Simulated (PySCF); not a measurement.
# How far each method lies from RCCSDT(Q) for H2Si–F⁺, singlet

Geometry: that of the H2Si–F, doublet, kept fixed.

```xyz
4

Si    0.0000    0.0000    0.5931
F     0.0000    0.0000   -1.0064
H     0.0000    1.3214    1.2216
H     0.0000   -1.3214    1.2216
```

Basis cc-pVDZ; PySCF 2.14.0. Correlated methods freeze the noble-gas cores, which leaves 12 electrons in 36 orbitals. Prefix R: restricted or restricted open-shell reference.

Full CI isn't at hand for all of this; RCCSDT(Q) serves as the reference, and is uncertain by the last step of the cluster series or more.

- T1 diagnostic (ROHF- or RHF-based CCSD): 0.0176
- largest doubles amplitude (ROHF- or RHF-based CCSD): 0.041

```csv
level,E − E(RCCSDT(Q)) (kJ/mol),share of correlation (%),wall time
RHF,774.4,0.00,–
RMP2,62.1,91.98,–
RCCSD,17.4,97.76,–
RCCSD(T),3.1,99.60,0.84 s
RCCSDT,1.6,99.80,–
```

The correlation energy at RCCSDT(Q), counted from RHF, is -8.026 eV. That run took 2.8 min on 1 thread of Intel Xeon Platinum 8259CL, shared host.

Times are those of the correlated step on a shared host, with one SCF added for the restricted CCSD run; they ran on 1 thread of Intel Xeon Platinum 8259CL.
